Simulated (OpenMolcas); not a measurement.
**One shape, several levels: quartet CN**

Aim: a comparison of 5 runs (UB3LYP/6-31G*, UM06-2X/cc-pVTZ, UM06-L/cc-pVTZ, USVWN5/cc-pVTZ, ROMP2/cc-pVTZ) of quartet CN. 

Program for the calculation: OpenMolcas 26.06.

1 further run of the same task is left out (it didn't finish).

## (1) The structure to begin with

CN: 2 atoms, total charge 0, spin state quartet. SMILES of the parent species: `[C]#N`. The shape is that of a PBE0-D4/def2-TZVP optimisation. That shape belongs to the parent species and isn't relaxed for this state.

Bond lengths: C1–N2 1.160 Å.

## (2) A single-point energy at UB3LYP/6-31G(d) (Cartesian functions) (run 1)

The input, calc.input:

```
>>> EXPORT MOLCAS_PRINT=2
&GATEWAY
BasLib=$CurrDir
Coord
2
bohr
C      0.93654827    -0.30311207     0.48225811
N     -0.93654827     0.30311207    -0.48225811
Basis=6-31Gs
Group=NoSym
&SEWARD
GridInput
Grid=UltraFine
End of Grid
&SCF
UHF
Spin=4
KSDFT=B3LYP
Thresholds=1e-10 1e-07 1e-07 1e-05
PrOrbitals=0
```

The basis set 6-31G* is read from a file made from the Basis Set Exchange's data (not shown).

On the command line:

```
export MOLCAS_MEM=1860
pymolcas calc.input > calc.log
```

What it wrote:

```text
--- Start Module: gateway ---
[...]
--- Stop Module: gateway /rc=_RC_ALL_IS_WELL_ ---
--- Start Module: seward ---
[...]
      Basis functions           30
--- Stop Module: seward /rc=_RC_ALL_IS_WELL_ ---
--- Start Module: scf ---
[...]
       Convergence after  24 Iterations
[...]
::    Total KS-DFT energy                             -92.4731674740
[...]
      Total spin, S                                     1.5011906012
[...]
      Total electronic charge=   13.000000
      Total            charge=   -0.000000
[...]
      Dipole Moment (debye):
      Origin of the operator (angstrom)=   -0.0382    0.0124   -0.0197
                   X=  9.4694E-01               Y= -3.0647E-01               Z=  4.8761E-01           Total=  1.1083E+00
      Quadrupole Moment (debye*angstrom):
[...]
--- Stop Module: scf /rc=_RC_ALL_IS_WELL_ ---
[...]
```

Run time: 6.6 s. Hardware: 1 thread of Arm Neoverse V2, shared host; peak memory 0.37 GiB.

## (3) The energy at UM06-2X/cc-pVTZ (run 2)

The input, coord.xyz:

```xyz
2

C      0.495600    -0.160400     0.255200
N     -0.495600     0.160400    -0.255200
```

The input, calc.inp:

```
&gateway
 baslib = $CurrDir
 coord = coord.xyz
 basis = cc-pVTZ
 group = NoSym

&seward
 gridinput
 Grid=UltraFine
 End of Grid

&scf
 uhf
 spin = 4
 ksdft = M062X
 thresholds = 1e-10 1e-07 1e-07 1e-05
 prorbitals = 1 2
```

The basis set cc-pVTZ is read from a file made from the Basis Set Exchange's data (not shown).

On the command line:

```
export MOLCAS_MEM=1860
pymolcas calc.inp > calc.log
```

What it wrote:

```text
--- Start Module: gateway ---
[...]
--- Stop Module: gateway /rc=_RC_ALL_IS_WELL_ ---
--- Start Module: seward ---
[...]
      Basis functions           60
--- Stop Module: seward /rc=_RC_ALL_IS_WELL_ ---
--- Start Module: scf ---
[...]
       Convergence after 151 Iterations
[...]
::    Total KS-DFT energy                             -92.4711614251
[...]
      Total spin, S                                     1.5020272244
[...]
      Total electronic charge=   13.000000
      Total            charge=   -0.000000
[...]
      Dipole Moment (debye):
      Origin of the operator (angstrom)=   -0.0382    0.0124   -0.0197
                   X=  1.1279E+00               Y= -3.6505E-01               Z=  5.8080E-01           Total=  1.3202E+00
      Quadrupole Moment (debye*angstrom):
[...]
--- Stop Module: scf /rc=_RC_ALL_IS_WELL_ ---
[...]
```

Wall time 1.9 min (1 thread of Arm Neoverse V2, shared host); peak memory 0.39 GiB.

## (4) A single-point energy at UM06-L/cc-pVTZ (run 3)

The input, input.xyz:

```xyz
2

C      0.495600    -0.160400     0.255200
N     -0.495600     0.160400    -0.255200
```

The input, test.input:

```
* CN Kohn-Sham DFT
&GATEWAY
BasLib=$CurrDir
Coord=input.xyz
Basis=cc-pVTZ
Group=NoSym
&SEWARD
GridInput
Grid=UltraFine
End of Grid
&SCF
UHF
Spin=4
KSDFT=M06L
Thresholds=1e-10 1e-07 1e-07 1e-05
PrOrbitals=0
```

The basis set cc-pVTZ is read from a file made from the Basis Set Exchange's data (not shown).

On the command line:

```
export MOLCAS_MEM=1860
pymolcas test.input > test.log
```

What it wrote:

```text
--- Start Module: gateway ---
[...]
--- Stop Module: gateway /rc=_RC_ALL_IS_WELL_ ---
--- Start Module: seward ---
[...]
      Basis functions           60
--- Stop Module: seward /rc=_RC_ALL_IS_WELL_ ---
--- Start Module: scf ---
[...]
       Convergence after  94 Iterations
[...]
::    Total KS-DFT energy                             -92.5004625124
[...]
      Total spin, S                                     1.5027899955
[...]
      Total electronic charge=   13.000000
      Total            charge=   -0.000000
[...]
      Dipole Moment (debye):
      Origin of the operator (angstrom)=   -0.0382    0.0124   -0.0197
                   X=  1.0478E+00               Y= -3.3912E-01               Z=  5.3955E-01           Total=  1.2264E+00
      Quadrupole Moment (debye*angstrom):
[...]
--- Stop Module: scf /rc=_RC_ALL_IS_WELL_ ---
[...]
```

It took 70 s on 1 thread of Arm Neoverse V2, shared host; peak memory 0.39 GiB.

Run 4 isn't shown in full; the table further down has it.

## (5) A single-point energy at ROMP2/cc-pVTZ (run 5)

The input, mol.input:

```
>>> EXPORT MOLCAS_PRINT=2

&GATEWAY
 BasLib=$CurrDir
 Coord
 2
 angstrom
 C        0.495600      -0.160400       0.255200
 N       -0.495600       0.160400      -0.255200
 Basis=cc-pVTZ
 Group=NoSym

&SEWARD

&SCF
 UHF
 Spin=4
 Thresholds=1e-10 1e-07 1e-07 1e-05
 PrOrbitals=1 2

&RASSCF
 FileOrb=$Project.UnaOrb
 Spin=4
 Nactel=3 0 0
 Inactive=5
 Ras2=3
 OutOrbitals=Canonical
 OrbListing=Nothing

&CASPT2
 IPEA=0.0
 Frozen=2
```

The basis set cc-pVTZ is read from a file made from the Basis Set Exchange's data (not shown).

On the command line:

```
export MOLCAS_MEM=1860
pymolcas mol.input > mol.log
```

What it wrote:

```text
--- Start Module: gateway ---
[...]
--- Stop Module: gateway /rc=_RC_ALL_IS_WELL_ ---
[...]
      Basis functions           60
[...]
       Convergence after  28 Iterations
[...]
::    Total SCF energy                                -92.0562876891
[...]
      Total spin, S                                     1.5215540927
[...]
--- Start Module: rasscf ---
[...]
      Number of active orbitals                  3
[...]
      Spin quantum number                      1.5
[...]
      Active orbitals                            3
[...]
      Number of CSFs                             1
[...]
      Number of root(s) required                 1
[...]
      Convergence after  9 iterations
[...]
      printout of CI-coefficients larger than  0.05 for root  1
      energy=     -92.046089
      conf/sym  111     Coeff  Weight
             1  uuu   1.00000 1.00000
      Natural orbitals and occupation numbers for root  1
      sym 1:   1.000000   1.000000   1.000000
      ************************************************************************************************************************
      *                                                    Final results                                                     *
[...]
::    RASSCF root number  1 Total energy:    -92.04608913
[...]
      Total electronic charge=   13.000000
      Total            charge=   -0.000000
[...]
      Dipole Moment (debye):
      Origin of the operator (angstrom)=   -0.0382    0.0124   -0.0197
                   X=  1.5219E+00               Y= -4.9256E-01               Z=  7.8367E-01           Total=  1.7813E+00
      Quadrupole Moment (debye*angstrom):
[...]
--- Stop Module: rasscf /rc=_RC_ALL_IS_WELL_ ---
[...]
--- Start Module: caspt2 ---
[...]
 ###    WARNING: User changed nr of frozen orbitals.                         ###
 ###############################################################################
[...]
      E2 (Variational):          -0.2538568553
      Total energy:             -92.2999459890
[...]
      Reference weight:           0.91859
[...]
::    CASPT2 Root  1     Total energy:    -92.29994599
[...]
--- Stop Module: caspt2 /rc=_RC_ALL_IS_WELL_ ---
[...]
```

It took 5.1 s on 1 thread of Arm Neoverse V2, shared host; peak memory 0.39 GiB.

## (6) The series

```
run                                level  Cartesian functions  integration grid  energy (Eh)  dipole moment (D)  HOMO energy (eV)   ⟨S²⟩  wall time
  1  UB3LYP/6-31G* (Cartesian functions)                  yes         UltraFine   -92.473167               1.11             -3.78  3.755      6.6 s
  2                      UM06-2X/cc-pVTZ                   no         UltraFine   -92.471161               1.32             -5.60  3.758    1.9 min
  3                       UM06-L/cc-pVTZ                   no         UltraFine   -92.500463               1.23             -2.88  3.761       70 s
  4                       USVWN5/cc-pVTZ                   no         UltraFine   -91.693162               0.76             -2.87  3.755      9.9 s
  5                        ROMP2/cc-pVTZ                   no                 –   -92.299946                  –                 –      –      5.1 s
```

## (7) What came out

| quantity | value |
| --- | --- |
| run 5: total energy | -92.29995 Eh |

Over runs 1, 2, 3, 4 the dipole moment (its size) runs from 0.76 D (USVWN5/cc-pVTZ) to 1.32 D (UM06-2X/cc-pVTZ). Totals of different functionals can't be ranked against each other. All runs together took 3.4 min, the longest 1.9 min.
